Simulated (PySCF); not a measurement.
Working out the ionisation energy of Cl

Cl [Ne] 3s2 3p5 (2P) → Cl⁺ [Ne] 3s2 3p4 (3P). Computed with PySCF 2.14 in aug-cc-pwCVTZ (8s7p5d3f, 75 functions), with no relativity, point nucleus. Frozen: 1s2. Energies in hartree (1 hartree = 27.21139 eV):

```
            part   Cl (lower)  Cl⁺ (upper)
             UHF  -459.486237  -459.053709
CCSD correlation    -0.459327    -0.423570
             (T)    -0.008977    -0.007022
```

**Question.** What does Hartree-Fock give?

**Answer.** (-459.053709) − (-459.486237) = 0.432528 hartree = 11.770 eV.

**Question.** What do CCSD and CCSD(T) give?

**Answer.** The CCSD correlation energies differ by 0.035757 hartree = 0.973 eV and the triples by 0.001955 hartree = 0.053 eV, so CCSD gives 12.743 eV and CCSD(T) 12.796 eV.

Measured between the centres of the two terms (NIST): 12.974 eV, so CCSD(T) (valence and next inner shell) is off by -0.178 eV.

What remains against the reference includes basis incompleteness, the frozen core and higher excitations.
